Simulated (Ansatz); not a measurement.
Geometry optimisation, RKS BHLYP-D4/STO-3G (Ansatz 0.2.0).

Input:

```yaml
crystal:
  periodic: [false, false, false]
  atoms:
    - { symbol: "N", position_ang: [-0.913, -0.0813, -1.1023] }
    - { symbol: P, position_ang: [0.5691, -0.2402, -0.4966] }
    - { symbol: "N", position_ang: [1.36948, 0.79442, -1.52893] }
    - { symbol: "N", position_ang: [1.13228, -1.73944, -1.03016] }
    - { symbol: H, position_ang: [-1.0347, 0.7671, -1.7392] }
    - { symbol: H, position_ang: [-1.642, 0.0951, -0.3695] }
    - { symbol: H, position_ang: [2.41873, 0.74461, -1.28777] }
    - { symbol: H, position_ang: [1.13898, 1.72713, -1.30273] }
    - { symbol: H, position_ang: [1.09413, -1.74875, -2.12799] }
    - { symbol: H, position_ang: [0.52957, -2.49287, -0.77475] }
basis:
  gaussian: { orbitals: STO-3G }
hamiltonian:
  xc: { name: BHLYP }
  dispersion: d4
relax:
  f_tol: 0.015
  max_steps: 40
```

Launched with:

```bash
$ ansatz run input.yaml --threads 1 --pin off --max-ram 2048MiB --backend cpu --events-out ev --progress --plain --runs-dir out
```

Question: Where does it end, and by what steps?

Answer: The run converged. The force dipped under the threshold on the way, but the program's further checks kept it going. Limits of this set-up: minimal basis. After 16 steps the energy has fallen by 1.487 eV; H8 moved furthest, 1.09 Å. The start is strongly strained (largest force component 8 eV/Å).

| step | energy less start (eV) | largest force component (eV/Å) | accepted |
| --- | --- | --- | --- |
| 0 | 0.0000 | 8.177 | yes |
| 1 | -1.1357 | 2.454 | yes |
| 2 | -1.3373 | 0.711 | yes |
| 3 | -1.3975 | 0.409 | yes |
| 4 | -1.3956 | 1.144 | no |
| 5 | -1.4238 | 0.142 | yes |
| 6 | -1.4375 | 0.164 | yes |
| 7 | -1.4526 | 0.259 | yes |
| 8 | -1.4232 | 1.406 | no |
| 9 | -1.4650 | 0.252 | yes |
| 10 | -1.4755 | 0.093 | yes |
| 11 | -1.4845 | 0.033 | yes |
| 12 | -1.4785 | 0.267 | no |
| 13 | -1.4866 | 0.007 | yes |
| 14 | -1.4870 | 0.050 | yes |
| 15 | -1.4860 | 0.186 | no |
| 16 | -1.4871 | 0.007 | yes |

```xyz
10
Properties=species:S:1:pos:R:3
N -1.051 -0.180 -1.260
P 0.446 -0.201 -0.313
N 1.260 1.080 -1.226
N 1.193 -1.553 -1.180
H -0.932 0.515 -2.028
H -1.814 0.219 -0.675
H 1.836 0.624 -1.967
H 1.961 1.540 -0.610
H 0.545 -1.835 -1.947
H 1.219 -2.383 -0.553
```

Whether the end is a true minimum wasn't checked by a vibrational analysis.

The run took 29 s on 1 thread of Arm Neoverse V1, on a shared host, peak memory 0.1 GiB.
